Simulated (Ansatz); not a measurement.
# BH5N2: the cost of one run

Program: Ansatz 0.2.0. Level of theory: RKS B3LYP-D4/def2-SVP. These are calculated values, not measurements.

**1. The system as given**

Bond lengths: B1–N3 1.750 Å, N3–H4 1.060 Å, N3–H5 1.060 Å, B1–N6 1.550 Å, N6–H7 1.060 Å, N6–H8 1.060 Å. Angles: B1–N3–H4 114.3°, B1–N3–H5 113.3°, H4–N3–H5 120.0°, N3–B1–N6 156.2°, B1–N6–H7 120.0°, B1–N6–H8 120.0°, H7–N6–H8 120.0°.

As a file:

```xyz
8

B     0.0000    0.0000    0.0000
H     0.6850    0.0000    1.2095
N     1.7396    0.0000    0.1903
H     2.2062   -0.9179   -0.0615
H     2.1910    0.9179   -0.0879
N    -1.3423    0.0000   -0.7750
H    -2.0112   -0.8164   -0.6764
H    -1.5914    0.8164   -1.4036
```

**2. A restrained relaxation towards end A**

Springs on the bonds that form and break draw the guess towards this end; the thresholds are loose.

The input, input.yaml:

```yaml
crystal:
  periodic: [false, false, false]
  atoms:
    - { symbol: B, position_ang: [0.0, 0.0, 0.0] }
    - { symbol: H, position_ang: [0.685, 0.0, 1.2095] }
    - { symbol: "N", position_ang: [1.7396, 0.0, 0.1903] }
    - { symbol: H, position_ang: [2.2062, -0.9179, -0.0615] }
    - { symbol: H, position_ang: [2.191, 0.9179, -0.0879] }
    - { symbol: "N", position_ang: [-1.3423, 0.0, -0.775] }
    - { symbol: H, position_ang: [-2.0112, -0.8164, -0.6764] }
    - { symbol: H, position_ang: [-1.5914, 0.8164, -1.4036] }
basis:
  gaussian: { orbitals: def2-SVP }
hamiltonian:
  xc: b3lyp
  dispersion: d4
relax:
  f_tol: 0.15
  max_steps: 25
  restrain:
    - { distance: [1, 2], at: 2.26, k: 30.0 }
    - { distance: [0, 1], at: 1.19, k: 30.0 }
    - { distance: [0, 2], at: 1.55, k: 30.0 }
output:
  orbitals: {}
```

On the command line:

```bash
$ ansatz run input.yaml --threads 1 --pin off --max-ram 2048MiB --backend cpu --events-out ev --progress --plain --runs-dir out
```

What time and memory should one allow on 1 thread of Arm Neoverse V1, shared host?

About 22 s, with a peak of 0.1 GiB.
